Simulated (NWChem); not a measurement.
# C2H (SMILES [C]#C): levels of theory compared

We compute a comparison of 6 runs (U-wB97X/6-31+G*, U-wB97X/6-31++G**, U-wB97X/6-311+G**, U-wB97X/6-311++G(2d,2p), U-wB97X/6-311++G(3df,3pd), TDA-B3LYP/6-31G*) of C2H. 

The calculation is run with NWChem 7.3.0.

4 further runs of the same task are left out: 4 set aside as unsound or not needed.

**1. The molecule**

C2H: 3 atoms, total charge 0, spin state doublet. SMILES: `[C]#C`. The shape is that of a PBE0-D4/def2-TZVP optimisation.

Bond lengths: C1–C2 1.200 Å, C2–H3 1.066 Å. Angles: C1–C2–H3 179.9°.

**2. The charge distribution at U-wB97X/6-31+G(d) (spherical functions) (run 1)**

mol.nw reads:

```
start mol
title "C2H properties"
memory total 2200 mb
charge 0

geometry units angstroms noautosym nocenter noautoz
 C     0.615300    0.875800    0.435300
 C    -0.023900   -0.034000   -0.016400
 H    -0.591400   -0.841800   -0.418800
end

basis spherical bse
 * library 6-31+G*
end

dft
 xc wb97x
 mult 2
 grid fine
 convergence energy 1e-08
 iterations 100
 mulliken
 noprint "final vectors analysis"
end

property
 dipole
 quadrupole
 mulliken
end

task dft property
```

Command:

```sh
$ nwchem mol.nw > mol.out
```

The log of the run:

```text
[...]
          Wavefunction type:  spin polarized.
          No. of atoms     :     3
          No. of electrons :    13
[...]
          Charge           :     0
          Spin multiplicity:     2
[...]
          AO basis - number of functions:    38
[...]
              XC Information
              --------------
                       wb97x  Method XC Functional
                     Hartree-Fock (Exact) Exchange  1.000
                         wb97x Exchange Functional  1.000
                      wb97x Correlation Functional  1.000
[...]
 d= 0,ls=0.0,diis     1    -76.5417298259 -9.68D+01  1.90D-02  5.82D-02     0.4
[...]
 d= 0,ls=0.0,diis    12    -76.5806753753 -9.82D-09  1.77D-06  1.19D-09     3.9
[...]
         Total DFT energy =      -76.580675375260
      One electron energy =     -141.994528484466
           Coulomb energy =       56.214794923315
    Exchange-Corr. energy =      -11.053657943683
 Nuclear repulsion energy =       20.252716129575
[...]
      Total Density - Mulliken Population Analysis
     ---------------------------------------------
    Atom       Charge   Shell Charges
 -----------   ------   -------------------------------------------------------
    1 C    6     6.19   2.00  0.68  1.82  0.65  0.88  0.07  0.08  0.03
    2 C    6     6.08   2.00  0.69  1.99  0.48  0.89 -0.08  0.09  0.02
    3 H    1     0.73   0.50  0.22
[...]
      <S2> =      0.7820 (Exact =     0.7500)
[...]
   Dipole moment        0.8155468823 Debye(s)
             DMX       -0.4344656526 DMXEFC        0.0000000000
             DMY       -0.6183743702 DMYEFC        0.0000000000
             DMZ       -0.3065443724 DMZEFC        0.0000000000
   -EFC- dipole         0.0000000000 DEBYE(S)
   Total dipole         0.8155468823 DEBYE(S)
[...]
```

Wall time 4.5 s (1 thread of Intel Xeon 6975P-C (Granite Rapids), shared host); peak memory 0.1 GiB.

Atomic charges (e):

```
atom  Mulliken  Löwdin
  C1    -0.191  +0.020
  C2    -0.081  -0.260
  H3    +0.272  +0.240
```

**3. The charge distribution at U-wB97X/6-31++G(d,p) (spherical functions) (run 2)**

c2h.nw reads:

```
start c2h
title "C2H properties"
memory 2200 mb
charge 0

geometry units angstroms noautosym nocenter noautoz
C        0.615300       0.875800       0.435300
C       -0.023900      -0.034000      -0.016400
H       -0.591400      -0.841800      -0.418800
end

basis spherical bse
C library 6-31++G**
H library 6-31++G**
end

dft
xc wb97x
mult 2
grid fine
convergence energy 1e-08
maxiter 100
mulliken
noprint "final vectors analysis"
end

property
dipole
quadrupole
mulliken
end

task dft property
```

Command:

```sh
$ nwchem c2h.nw > c2h.out
```

The log of the run:

```text
[...]
          Wavefunction type:  spin polarized.
          No. of atoms     :     3
          No. of electrons :    13
[...]
          Charge           :     0
          Spin multiplicity:     2
[...]
          AO basis - number of functions:    42
[...]
              XC Information
              --------------
                       wb97x  Method XC Functional
                     Hartree-Fock (Exact) Exchange  1.000
                         wb97x Exchange Functional  1.000
                      wb97x Correlation Functional  1.000
[...]
 d= 0,ls=0.0,diis     1    -76.5438032155 -9.68D+01  2.48D-02  6.01D-02     0.4
[...]
 d= 0,ls=0.0,diis    13    -76.5827029434 -4.30D-09  1.30D-06  1.50D-10     5.0
[...]
         Total DFT energy =      -76.582702943426
      One electron energy =     -141.995431133785
           Coulomb energy =       56.213714194697
    Exchange-Corr. energy =      -11.053702133913
 Nuclear repulsion energy =       20.252716129575
[...]
      Total Density - Mulliken Population Analysis
     ---------------------------------------------
    Atom       Charge   Shell Charges
 -----------   ------   -------------------------------------------------------
    1 C    6     6.03   2.00  0.68  1.81  0.65  0.88 -0.06  0.04  0.03
    2 C    6     6.15   2.00  0.68  1.99  0.47  0.86  0.07  0.06  0.02
    3 H    1     0.83   0.51  0.27  0.03  0.01
[...]
      <S2> =      0.7820 (Exact =     0.7500)
[...]
   Dipole moment        0.8011525640 Debye(s)
             DMX       -0.4267522431 DMXEFC        0.0000000000
             DMY       -0.6074040648 DMYEFC        0.0000000000
             DMZ       -0.3013108959 DMZEFC        0.0000000000
   -EFC- dipole         0.0000000000 DEBYE(S)
   Total dipole         0.8011525640 DEBYE(S)
[...]
```

Wall time 5.7 s (1 thread of Intel Xeon 6975P-C (Granite Rapids), shared host); peak memory 0.11 GiB.

Atomic charges (e):

```
atom  Mulliken  Löwdin
  C1    -0.029  +0.030
  C2    -0.146  -0.170
  H3    +0.175  +0.140
```

Run 3 isn't shown in full; the table further down has it.

**4. The charge distribution at U-wB97X/6-311++G(2d,2p) (run 4)**

c2h.nw reads:

```
start c2h
memory total 2200 mb

geometry units atomic noautosym nocenter noautoz
C    1.16274848   1.65502214   0.82259778
C   -0.04516445  -0.06425069  -0.03099151
H   -1.11758403  -1.59077145  -0.79141730
end

basis spherical bse
* library "6-311++G(2d,2p)"
end

dft
xc wb97x
mult 2
grid fine
convergence energy 1e-08
maxiter 100
mulliken
noprint "final vectors analysis"
end

property
dipole
quadrupole
mulliken
end

task dft property
```

Command:

```sh
$ nwchem c2h.nw > c2h.out
```

The log of the run:

```text
[...]
          Wavefunction type:  spin polarized.
          No. of atoms     :     3
          No. of electrons :    13
[...]
          Charge           :     0
          Spin multiplicity:     2
[...]
          AO basis - number of functions:    64
[...]
              XC Information
              --------------
                       wb97x  Method XC Functional
                     Hartree-Fock (Exact) Exchange  1.000
                         wb97x Exchange Functional  1.000
                      wb97x Correlation Functional  1.000
[...]
 d= 0,ls=0.0,diis     1    -76.5610349469 -9.68D+01  5.98D-03  8.51D-02     1.1
[...]
 d= 0,ls=0.0,diis    13    -76.6024185432 -5.48D-09  8.91D-07  2.13D-10    12.1
[...]
         Total DFT energy =      -76.602418543173
      One electron energy =     -142.081093911173
           Coulomb energy =       56.291914298046
    Exchange-Corr. energy =      -11.065953629813
 Nuclear repulsion energy =       20.252714699766
[...]
      Total Density - Mulliken Population Analysis
     ---------------------------------------------
    Atom       Charge   Shell Charges
 -----------   ------   -------------------------------------------------------
    1 C    6     6.05   1.11  0.88  0.59  0.78  1.30  0.62  0.73 -0.08  0.07  0.01  0.02
    2 C    6     6.16   1.11  0.88  0.64  0.76  1.41  0.43  0.79 -0.04  0.12  0.01  0.04
    3 H    1     0.79   0.26  0.43  0.05 -0.00  0.01  0.04
[...]
      <S2> =      0.7818 (Exact =     0.7500)
[...]
   Dipole moment        0.7910259695 Debye(s)
             DMX       -0.4214126327 DMXEFC        0.0000000000
             DMY       -0.5997941786 DMYEFC        0.0000000000
             DMZ       -0.2972884472 DMZEFC        0.0000000000
   -EFC- dipole         0.0000000000 DEBYE(S)
   Total dipole         0.7910259695 DEBYE(S)
[...]
```

It took 13 s on 1 thread of Intel Xeon 6975P-C (Granite Rapids), shared host; peak memory 0.1 GiB.

Atomic charges (e):

```
atom  Mulliken  Löwdin
  C1    -0.049  +0.090
  C2    -0.158  -0.050
  H3    +0.207  -0.040
```

Run 5 isn't shown in full; the table further down has it.

**5. The vertical excitations at TDA-B3LYP/6-31G(d) (spherical functions) (run 6)**

c2h.nw reads:

```
start c2h
title "C2H excited"
memory stack 880 mb heap 220 mb global 1100 mb
geometry units angstrom noautosym nocenter noautoz
  C        0.615300       0.875800       0.435300
  C       -0.023900      -0.034000      -0.016400
  H       -0.591400      -0.841800      -0.418800
end
basis spherical bse
  * library 6-31G*
end
dft
  xc b3lyp
  mult 2
  grid fine
  convergence energy 1e-08
  iterations 100
  mulliken
  print low
end
tddft
  cis
  nroots 1
end
task tddft energy
```

Command:

```sh
$ nwchem c2h.nw > c2h.out
```

The log of the run:

```text
[...]
 d= 0,ls=0.0,diis     1    -76.5617670682 -9.68D+01  1.32D-02  6.50D-02     0.2
[...]
 d= 0,ls=0.0,diis    12    -76.6021083225 -9.22D-09  1.51D-06  6.59D-10     1.4
[...]
         Total DFT energy =      -76.602108322541
      One electron energy =     -142.182389747539
           Coulomb energy =       56.432851934612
    Exchange-Corr. energy =      -11.105286639189
 Nuclear repulsion energy =       20.252716129575
[...]
      Total Density - Mulliken Population Analysis
     ---------------------------------------------
    Atom       Charge   Shell Charges
 -----------   ------   -------------------------------------------------------
    1 C    6     6.12   2.00  0.68  1.83  0.64  0.95  0.02
    2 C    6     6.07   2.00  0.69  2.00  0.49  0.87  0.02
    3 H    1     0.80   0.51  0.29
[...]
         Spin multiplicity :       2
[...]
              XC Information
              --------------
                  B3LYP Method XC Potential
              Hartree-Fock (Exact) Exchange   0.20
                 Slater Exchange Functional   0.80 local
             Becke 1988 Exchange Functional   0.72 non-local
       Lee-Yang-Parr Correlation Functional   0.81
           VWN I RPA Correlation Functional   0.19 local
[...]
         Wavefunction type : Unrestricted
          No. of electrons :      13
[...]
  Root   1         a              0.028042896 a.u.                0.7631 eV
  <S2> =   0.7730
[...]
     Dipole Oscillator Strength                    0.0010306114
[...]
     Total Oscillator Strength                     0.0010306856
[...]
```

It took 3.6 s on 1 thread of Intel Xeon 6975P-C (Granite Rapids), shared host; peak memory 0.11 GiB.

**6. The series**

```
run                                    level  number of roots        task  energy (Eh)  dipole moment (D)   ⟨S²⟩  wall time
  1    U-wB97X/6-31+G* (spherical functions)                –  properties   -76.580675               0.82  0.782      4.5 s
  2  U-wB97X/6-31++G** (spherical functions)                –  properties   -76.582703               0.80  0.782      5.7 s
  3                        U-wB97X/6-311+G**                –  properties   -76.600397               0.79  0.781      7.8 s
  4                  U-wB97X/6-311++G(2d,2p)                –  properties   -76.602419               0.79  0.782       13 s
  5                U-wB97X/6-311++G(3df,3pd)                –  properties   -76.605468               0.79  0.781       44 s
  6   TDA-B3LYP/6-31G* (spherical functions)                1     excited   -76.602108                  –      –      3.6 s
```

Convergence of the total energy of doublet C2H with the basis set, against the last point:

```
        basis set  from the last (mEh)  wall time
          6-31+G*              +24.792      4.5 s
        6-31++G**              +22.765      5.7 s
        6-311+G**               +5.071      7.8 s
  6-311++G(2d,2p)               +3.049       13 s
6-311++G(3df,3pd)               +0.000       44 s
```

Convergence of the dipole moment of doublet C2H with the basis set, against the last point:

```
        basis set  from the last (D)  wall time
          6-31+G*            +0.0218      4.5 s
        6-31++G**            +0.0074      5.7 s
        6-311+G**            +0.0010      7.8 s
  6-311++G(2d,2p)            -0.0027       13 s
6-311++G(3df,3pd)            +0.0000       44 s
```

**7. Summary of results**

```
                                quantity         value
run 6: ground-state or mean-field energy  -76.60211 Eh
         run 6: lowest excitation energy       0.76 eV
```

**Reading.** For the total energy of doublet C2H to stay within 10 mEh of the last point, 6-311+G** is the first point of the series from which all later ones do (7.8 s against 44 s). For the dipole moment of doublet C2H to stay within 0.02 D of the last point, 6-31++G** is the first point of the series from which all later ones do (5.7 s against 44 s). For the dipole moment of doublet C2H to stay within 0.005 D of the last point, 6-311+G** is the first point of the series from which all later ones do (7.8 s against 44 s). Over runs 1, 2, 3, 4, 5 the dipole moment (its size) runs from 0.79 D (U-wB97X/6-311++G(2d,2p)) to 0.82 D (U-wB97X/6-31+G*). All runs together took 79 s, the longest 44 s.
